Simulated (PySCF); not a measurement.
**Frontier levels across methods**

Compound: C3H3F3.
SMILES with atom numbers: `[CH2:1]=[CH:2][C:3]([F:4])([F:5])[F:6]` (hydrogens: H7, H8 on C1; H9 on C2)

Geometry (PBE0-D3(BJ)/def2-SVP, Å), atoms numbered from 1 in this order:
```
atom  x, y, z in Å
C1    -1.3424    0.1049   -0.3248
C2    -0.2660    0.3559    0.4132
C3     1.0740   -0.2468    0.1383
F4     1.0465   -1.1169   -0.8724
F5     1.9704    0.6989   -0.1675
F6     1.5385   -0.8909    1.2155
H7    -2.3044    0.5680   -0.0941
H8    -1.2954   -0.5729   -1.1808
H9    -0.2885    1.0304    1.2742
```

Basis pcSseg-2 throughout (PySCF), one geometry. Isolated species at its PBE0-D3(BJ)/def2-SVP geometry, gas phase.

Q: How do the orbital energies, the gap and the dipole change with the method?

A: 
```tsv
method	kind	HOMO (eV)	LUMO (eV)	gap (eV)	μ (D)	SCF cycles
BLYP	GGA	-7.40	-1.81	5.59	2.26	14
B97-D	GGA	-7.47	-1.81	5.66	2.24	14
OPBE	GGA	-7.50	-1.79	5.71	2.15	15
KT3	GGA	-7.55	-1.87	5.68	2.26	15
KT2	GGA	-7.55	-1.90	5.65	2.29	14
PBE	GGA	-7.55	-1.93	5.63	2.22	15
BP86	GGA	-7.63	-2.00	5.63	2.23	14
LDA	LDA	-7.78	-2.20	5.58	2.32	13
B97-2	global hybrid	-8.49	-0.94	7.55	2.37	14
B3LYP	global hybrid	-8.54	-1.16	7.39	2.40	13
PBE0	global hybrid	-8.78	-0.90	7.88	2.39	14
mPW1PW91	global hybrid	-8.79	-0.91	7.88	2.39	13
BHandHLYP	global hybrid	-9.82	0.20	10.03	2.57	13
CAM-B3LYP	range-separated hybrid	-10.17	0.24	10.41	2.47	13
wB97X-D	range-separated hybrid	-10.65	0.96	11.62	2.39	14
HF	Hartree–Fock	-11.35	2.69	14.04	2.69	10
LC-wPBE	range-separated hybrid	-11.61	1.45	13.06	2.44	12
```

The HOMO spans 4.22 eV, from BLYP down to LC-wPBE, and the gap runs from 5.58 eV (LDA) to 14.04 eV (HF). Over the methods BLYP (0 %), B97-D (0 %), OPBE (0 %), KT3 (0 %), KT2 (0 %), PBE (0 %), BP86 (0 %), LDA (0 %), B97-2 (21 %), B3LYP (20 %), PBE0 (25 %), mPW1PW91 (25 %), BHandHLYP (50 %), HF (100 %), a straight line through the gap against the share of exact exchange rises by 0.85 eV for each 10 % (correlation coefficient 1.000). The dipole ranges from 2.15 D (OPBE) to 2.69 D (HF). This basis has no diffuse functions.

The vertical ΔSCF ionisation energy at CAM-B3LYP/def2-SVPD is 11.36 eV; −ε(HOMO) comes closest to it with HF (11.35 eV).
